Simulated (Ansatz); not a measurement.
# CH₄S (triplet): the correlation ladder at distance C1–H5 along a hydrogen transfer = 1.703 Å, cc-pVDZ

The task here is to estimate one member of a computed series from the others.

Program: Ansatz 0.2.0, Gaussian basis. Level of theory: cc-pVDZ, core rule «outside noble gas», up to 6 orbitals frozen. These are calculated values, not measurements.

Plan: UHF; CCSD(T) on ROHF; CCSD(T) on UHF; BCCD(T) on ROHF; CISD; CCSDT(Q) on ROHF; CCSDT(Q) on UHF; CASSCF and MRCISD+Q, 4 electrons in 4 orbitals; CASSCF and NEVPT2, 4 electrons in 4 orbitals.

5 further runs of the same task are left out: 1 for a mislabelled method, 2 that didn't finish, 2 set aside as unsound or not needed.

## The geometry

The geometry derives from fragments relaxed apart (PBE0/def2-TZVP) and kept rigid, so it is no stationary point. A hydrogen atom is moved between rigid fragments.

6 atoms, charge 0, spin multiplicity 3.

Atoms are counted from 1 here; the program's logs count them from 0.

Bond lengths: C1–H2 1.090 Å, C1–H3 1.090 Å, C1–H4 1.090 Å, H5–S6 1.482 Å. Angles: H2–C1–H3 109.5°, H2–C1–H4 109.5°, H3–C1–H4 109.5°.

Set-up of the first run:

in.yaml reads:

```yaml
crystal:
  periodic: [false, false, false]
  atoms:
    - {symbol: C, position_ang: [-2.135745, 0.000000, 0.000000]}
    - {symbol: H, position_ang: [-2.498951, 1.027301, 0.000000]}
    - {symbol: H, position_ang: [-2.498951, -0.513650, 0.889668]}
    - {symbol: H, position_ang: [-2.498951, -0.513650, -0.889669]}
    - {symbol: H, position_ang: [-0.432745, 0.000000, 0.000000]}
    - {symbol: S, position_ang: [1.049255, 0.000000, 0.000000]}
basis:
  gaussian: {orbitals: cc-pVDZ}
magnetization: {spin_polarized: true, initial_magnetization: 2}
hamiltonian: {xc: hf}
output: {orbitals: {seedname: orbitals}}
```

On the command line:

```bash
> ansatz run in.yaml --threads 1 --pin off --events-out ev --progress --plain --max-ram 2393MiB
```

Steps of the session up to this table: UHF; CCSD(T) on ROHF; CCSD(T) on UHF; BCCD(T) on ROHF; CISD; CCSDT(Q) on ROHF; CCSDT(Q) on UHF; CASSCF and MRCISD+Q, 4 electrons in 4 orbitals; CASSCF and NEVPT2, 4 electrons in 4 orbitals.

One table of the session follows, with a row left open; its other results are not shown here.

```
       method  from UCCSDT(Q) (meV)
         ROHF               +8466.7
          UHF               +8183.0
         RMP2               +1394.9
         UMP2               +1402.9
         CISD                +969.3
        RCCSD                +218.2
        UCCSD                +211.0
     RCCSD(T)                 +38.1
     UCCSD(T)                 +38.3
      BCCD(T)                 +37.3
       RCCSDT                 +11.1
       UCCSDT                 +10.3
    RCCSDT(Q)                  +0.6
    UCCSDT(Q)                     0
  CASSCF pair               +7855.8
  NEVPT2 pair               +1293.6
  MRCISD pair                +826.9
MRCISD+Q pair                     ?
```

Q: Estimate the row for MRCISD+Q pair from the others.

**Answer.** from UCCSDT(Q) (meV): +80.2. In the column «from UCCSDT(Q) (meV)» it lies between UCCSD(T) (+38.3) and UCCSD (+211.0).

Limits of these values: Restricted and unrestricted rows rest on different reference determinants; where their highest levels disagree by more than a few hundredths of an eV, they describe different states and don't form one ladder.
